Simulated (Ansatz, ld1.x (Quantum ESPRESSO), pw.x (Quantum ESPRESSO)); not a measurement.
**Equation-of-state test of one PAW potential (lithium)**

ld1.x (Quantum ESPRESSO) 7.5 input, shortened:

```
&input
   title='Li', zed=3., rel=1, dft='PW', iswitch=3,
   config='[He] 2s0.5 2p0.5 3d-2'
 /
 &inputp
   pseudotype=3, lpaw=.true., tm=.true., lloc=-1, rcloc=2.20,
   nlcc=.false.,
   which_augfun='PSQ', rmatch_augfun_nc=.true.
 /
6
1S  1  0   2.00   0.00  1.15  1.35  0.0
2S  2  0   0.50   0.00  1.15  1.35  0.0
2P  2  1   0.50   0.00  4.45  4.80  0.0
2P  2  1   0.00   5.05  4.45  4.80  0.0
3D  3  2  -2.00   0.40  2.90  3.45  0.0
3D  3  2  -2.00   1.70  2.90  3.45  0.0
 &test
   configts(1)='1s2 2s0.5 2p0.5'
 /
```

Crystal test: fcc Li in pw.x 7.5, no spin, 13³ k-points, Fermi–Dirac smearing 0.01 Ry, cutoffs 60/480 Ry. The reference is all-electron LAPW (Ansatz 0.2.0) with the same functional, mesh and smearing; V0 and B0 come from Birch–Murnaghan fits to the pressures at five volumes. Errors are pseudo minus all-electron; Δ is the rms difference of the E(V) curves that follow from these fits, minima aligned, over ±6 % about the mean V0. Mesh and smearing are coarse, so the numbers serve the comparison and aren't converged zero-temperature values; the lattice is a test structure that the element need not adopt.

```json
{"V (Å³/atom)": "18.111", "P all-electron (GPa)": "0.78", "P pseudo (GPa)": "2.66"}
{"V (Å³/atom)": "18.587", "P all-electron (GPa)": "0.35", "P pseudo (GPa)": "2.57"}
{"V (Å³/atom)": "19.064", "P all-electron (GPa)": "-0.04", "P pseudo (GPa)": "2.41"}
{"V (Å³/atom)": "19.541", "P all-electron (GPa)": "-0.39", "P pseudo (GPa)": "2.20"}
{"V (Å³/atom)": "20.017", "P all-electron (GPa)": "-0.70", "P pseudo (GPa)": "1.95"}
```

All-electron: a0 = 4.237 Å (V0 = 19.01 Å³/atom), B0 = 14.9 GPa.

Pseudopotential: mean pressure error (GPa): +2.36. The pressure does not cross zero within the volumes sampled, so no fit is given. The largest radius (4.80 bohr) exceeds half the bond length (2.83 bohr), so the spheres overlap, which is one possible source of error among others. This is a poor potential for the solid. Atomic configuration tests: test run stopped at test 1 of 7 (negative rho).

Q: At the middle volume, how do free energy and pressure move when the wave cutoff is lowered (ecutrho held at 480 Ry)?

A:

| cutoff (Ry) | shift of F (meV/atom) | shift of P (GPa) |
| --- | --- | --- |
| 27 | +427.0 | -2.09 |
| 36 | +197.2 | -3.27 |
| 48 | +26.4 | -1.45 |

The run at the middle volume (84 k-points, 6 iterations) took about 11 s on one core of a shared host (Neoverse-V1, 32 threads, 247 GiB, load 10).
